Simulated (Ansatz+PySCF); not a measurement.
Results of a calculation; reference values are marked as such.
A run of PySCF 2.14.0 on doublet C2H4Cl at this shape:

```tsv
atom	x (Å)	y (Å)	z (Å)
C	0.0022	0.0000	-0.9131
C	-0.2657	0.0000	0.5173
Cl	1.4081	0.0000	1.5162
H	0.1937	0.9290	-1.4345
H	0.1937	-0.9290	-1.4345
H	-0.7660	0.8960	0.8743
H	-0.7660	-0.8960	0.8743
```

Its results:

```
Converged                       : yes
Reference energy                : -537.56413 hartree
Correlation energy              : -0.50711 hartree
Total energy                    : -538.07124 hartree
Spin squared of the determinant : 0.780
```

**Question.** Which input gives this output? Name the method, the orbitals and the basis set, and write the input.

**Answer.** UHF-MP2 in cc-pVTZ on H, C; cc-pV(T+d)Z on Cl.

```python
from pyscf import gto, scf, mp

# the (T+d) and (D+d) sets load through basis_set_exchange
mol = gto.M(atom="""
C 0.002180 0.000000 -0.913060
C -0.265710 0.000000 0.517320
Cl 1.408120 0.000000 1.516150
H 0.193710 0.928960 -1.434530
H 0.193710 -0.928960 -1.434530
H -0.766010 0.895980 0.874320
H -0.766010 -0.895980 0.874320
""", basis={'C': 'cc-pvtz', 'Cl': 'cc-pv(t+d)z', 'H': 'cc-pvtz'}, charge=0, spin=1)
mf = scf.UHF(mol)
mf.kernel()
pt = mp.MP2(mf, frozen=7).run()
print(mf.e_tot, pt.e_corr, pt.e_tot)
```
